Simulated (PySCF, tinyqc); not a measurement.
Worked calculation: RHF in the sto-3g basis, for OH-, spin multiplicity 1. The basis has no diffuse functions, so it cannot describe the extra electron: this is an exercise in the method, not the real anion. The lowest restricted solution is unstable here: a spin-polarised one lies 0.0070 hartree lower (PySCF). One step of it, computed by the program tinyqc.

Question. Iteration 2: building the Fock matrix. J_ij = sum D_kl (ij|kl), K_ij = sum D_kl (ik|jl); F = H + J - 0.5 K; E = tr D H + tr D J / 2 - 0.25 tr D K + E_nn.

D after iteration 1, order 1O 1s, 1O 2s, 1O 2px, 1O 2py, 1O 2pz, 2H 1s:
$$\begin{pmatrix}
2.120214 & -0.510823 & 0.000000 & 0.000000 & -0.019133 & 0.060039 \\
-0.510823 & 2.175191 & 0.000000 & 0.000000 & 0.067190 & -0.348570 \\
0.000000 & 0.000000 & 2.000000 & 0.000000 & 0.000000 & 0.000000 \\
0.000000 & 0.000000 & 0.000000 & 2.000000 & 0.000000 & 0.000000 \\
-0.019133 & 0.067190 & 0.000000 & 0.000000 & 0.033252 & 0.232036 \\
0.060039 & -0.348570 & 0.000000 & 0.000000 & 0.232036 & 1.946789
\end{pmatrix}$$

core Hamiltonian H = T + V (hartree), order 1O 1s, 1O 2s, 1O 2px, 1O 2py, 1O 2pz, 2H 1s:
$$\begin{pmatrix}
-31.940302 & -7.428030 & 0.000000 & 0.000000 & -0.005366 & -0.367944 \\
-7.428030 & -8.568815 & 0.000000 & 0.000000 & -0.067687 & -1.008022 \\
0.000000 & 0.000000 & -6.765569 & 0.000000 & 0.000000 & 0.000000 \\
0.000000 & 0.000000 & 0.000000 & -6.765569 & 0.000000 & 0.000000 \\
-0.005366 & -0.067687 & 0.000000 & 0.000000 & -6.796040 & -0.847441 \\
-0.367944 & -1.008022 & 0.000000 & 0.000000 & -0.847441 & -3.060971
\end{pmatrix}$$

Two-electron integrals (ij|kl) in chemists' order, unique and non-zero (hartree):
```
(11|11) 4.785065   (21|11) 0.741380   (21|21) 0.136873   (22|11) 1.118947
(22|21) 0.256633   (22|22) 0.817206   (31|31) 0.024477   (32|31) 0.037809
(32|32) 0.180518   (33|11) 1.115814   (33|21) 0.256684   (33|22) 0.817023
(33|33) 0.880159   (41|41) 0.024477   (42|41) 0.037809   (42|42) 0.180518
(43|43) 0.047444   (44|11) 1.115814   (44|21) 0.256684   (44|22) 0.817023
(44|33) 0.785270   (44|44) 0.880159   (51|51) 0.024477   (52|51) 0.037809
(52|52) 0.180518   (53|53) 0.047444   (54|54) 0.047444   (55|11) 1.115814
(55|21) 0.256684   (55|22) 0.817023   (55|33) 0.785270   (55|44) 0.785270
(55|55) 0.880159   (61|11) 0.036807   (61|21) 0.006744   (61|22) 0.012586
(61|33) 0.012568   (61|44) 0.012568   (61|51) 0.000282   (61|52) 0.000537
(61|55) 0.012625   (61|61) 0.000336   (62|11) 0.112906   (62|21) 0.026324
(62|22) 0.096134   (62|33) 0.094474   (62|44) 0.094474   (62|51) 0.001916
(62|52) 0.016383   (62|55) 0.099355   (62|61) 0.001322   (62|62) 0.015734
(63|31) 0.002446   (63|32) 0.015344   (63|53) 0.003207   (63|63) 0.001992
(64|41) 0.002446   (64|42) 0.015344   (64|54) 0.003207   (64|64) 0.001992
(65|11) 0.093533   (65|21) 0.022053   (65|22) 0.086159   (65|33) 0.082681
(65|44) 0.082681   (65|51) 0.003732   (65|52) 0.028188   (65|55) 0.093016
(65|61) 0.001140   (65|62) 0.017199   (65|65) 0.020591   (66|11) 0.324265
(66|21) 0.076734   (66|22) 0.322579   (66|33) 0.313689   (66|44) 0.313689
(66|51) 0.005251   (66|52) 0.064406   (66|55) 0.340189   (66|61) 0.003851
(66|62) 0.075292   (66|65) 0.095243   (66|66) 0.774606
```

nuclear repulsion = 2.60037941 hartree

Give: Coulomb J; exchange K; Fock matrix F; total energy of this density.

Answer.

Coulomb J (hartree), order 1O 1s, 1O 2s, 1O 2px, 1O 2py, 1O 2pz, 2H 1s:
$$\begin{pmatrix}
16.9226 & 3.1676 & 0.0000 & 0.0000 & 0.0148 & 0.1564 \\
3.1676 & 7.7855 & 0.0000 & 0.0000 & 0.1499 & 0.9487 \\
0.0000 & 0.0000 & 7.8224 & 0.0000 & 0.0000 & 0.0000 \\
0.0000 & 0.0000 & 0.0000 & 7.8224 & 0.0000 & 0.0000 \\
0.0148 & 0.1499 & 0.0000 & 0.0000 & 7.6887 & 0.8838 \\
0.1564 & 0.9487 & 0.0000 & 0.0000 & 0.8838 & 4.0855
\end{pmatrix}$$

exchange K (hartree), order 1O 1s, 1O 2s, 1O 2px, 1O 2py, 1O 2pz, 2H 1s:
$$\begin{pmatrix}
9.7849 & 1.6379 & 0.0000 & 0.0000 & 0.0017 & 0.0852 \\
1.6379 & 2.5080 & 0.0000 & 0.0000 & 0.0902 & 0.3246 \\
0.0000 & 0.0000 & 2.2577 & 0.0000 & 0.0000 & 0.0000 \\
0.0000 & 0.0000 & 0.0000 & 2.2577 & 0.0000 & 0.0000 \\
0.0017 & 0.0902 & 0.0000 & 0.0000 & 0.6890 & 0.3002 \\
0.0852 & 0.3246 & 0.0000 & 0.0000 & 0.3002 & 1.5447
\end{pmatrix}$$

Fock matrix F (hartree), order 1O 1s, 1O 2s, 1O 2px, 1O 2py, 1O 2pz, 2H 1s:
$$\begin{pmatrix}
-19.9101 & -5.0793 & 0.0000 & 0.0000 & 0.0086 & -0.2541 \\
-5.0793 & -2.0373 & 0.0000 & 0.0000 & 0.0372 & -0.2216 \\
0.0000 & 0.0000 & -0.0720 & 0.0000 & 0.0000 & 0.0000 \\
0.0000 & 0.0000 & 0.0000 & -0.0720 & 0.0000 & 0.0000 \\
0.0086 & 0.0372 & 0.0000 & 0.0000 & 0.5482 & -0.1138 \\
-0.2541 & -0.2216 & 0.0000 & 0.0000 & -0.1138 & 0.2522
\end{pmatrix}$$

total energy of this density = -73.859777 hartree
